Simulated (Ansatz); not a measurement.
Low-lying states of C2 (charge -1)

Calculated in Ansatz's Gaussian-basis code. State-averaged CASSCF with equal weights; occupations are averaged over the states; levels count from the state that is lowest in CASSCF. Solutions may break the symmetry of the shape. The lowest solution met needn't be the lowest there is, nor hold the orbitals that a chemist would pick. The average may hold one member of a degenerate pair alone.

Geometry: bond length 1.2674 Å.

Basis cc-pVDZ, nonrelativistic, 2 orbitals frozen in the corrections; active space CAS(9,8). Averaged: 2 doublets.

Task: Give the levels in order.

Result: 

| state | CASSCF (eV) | SC-NEVPT2 (eV) |
| --- | --- | --- |
| doublet | 0.000 | 0.000 |
| doublet | 0.858 | 0.862 |

Occupations: 1.99, 1.96, 1.94, 1.51, 1.46, 0.07, 0.06, 0.02.
